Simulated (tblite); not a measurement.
A tight-binding relaxation on `BC[SiH3]`.

Computed with GFN2-xTB geometry optimisation, gas phase (tblite 0.8.0). Start geometry: from a force field or distance geometry. A driver script takes a list of jobs; this job's settings line and coordinates (Å) are shown.

Command:
```bash
OMP_NUM_THREADS=1 python probes_run.py task.json out
```

Input:
```
{"job": {"kind": "relax", "xc": "GFN2-xTB", "basis": "xTB"}, "charge": 0, "multiplicity": 1}
B     -1.523500    -0.196500    -0.105400
C     -0.291200     0.786000    -0.339900
Si     1.204700    -0.220000     0.250400
H     -1.426800    -1.234800    -0.670800
H     -2.059900    -0.249900     0.970400
H     -0.177500     0.942900    -1.424100
H     -0.423200     1.710600     0.240400
H      1.386300    -1.237600    -0.797000
H      0.908200    -0.884500     1.538900
H      2.411800     0.588500     0.314700
```

Output:
```
step      E/eV     max force
  0    -235.13646    1.904
  1    -235.24369    1.437
  2    -235.35918    0.634
  3    -235.38010    0.507
  4    -235.40367    0.279
  5    -235.40874    0.183
  6    -235.41268    0.165
  7    -235.41630    0.208
  8    -235.42255    0.274
  9    -235.43121    0.305
... (57 lines left out)
 67    -235.48682    0.029
 68    -235.48694    0.017
 69    -235.48699    0.012
 70    -235.48701    0.012
 71    -235.48702    0.011
 72    -235.48704    0.011
 73    -235.48706    0.012
 74    -235.48709    0.015
 75    -235.48711    0.012
 76    -235.48712    0.006
```

«max force» is the largest atomic force in eV/Å.

Q: From which step on does the largest force stay under 0.1 eV/Å, and how much energy is left to gain from there?

A: From step 22 (0.055 eV/Å), 7.3 meV above the end.

Summary of the converged run: energy lowered by 8.1 kcal/mol over 76 steps; largest atomic force 0.006 eV/Å at the end.

Q: Give the final coordinates.

A: 0.262 Å rms from the input after alignment:
```
atom  x, y, z in Å
B1    -1.5131   -0.2850   -0.1159
C2    -0.3272    0.6883   -0.2839
Si3    1.2586   -0.2442    0.2565
H4    -1.8232   -0.9982   -0.9919
H5    -2.0850   -0.3485    0.9045
H6    -0.1566    1.0130   -1.3099
H7    -0.3873    1.5769    0.3438
H8     1.4858   -1.4229   -0.5828
H9     1.1699   -0.6546    1.6599
H10    2.3868    0.6801    0.0973
```

Time: 0.41 s wall. Hardware: Arm Neoverse N1, one thread, on a shared host.
Labels such as C1 count atoms from 1, the log's own numbers from 0.
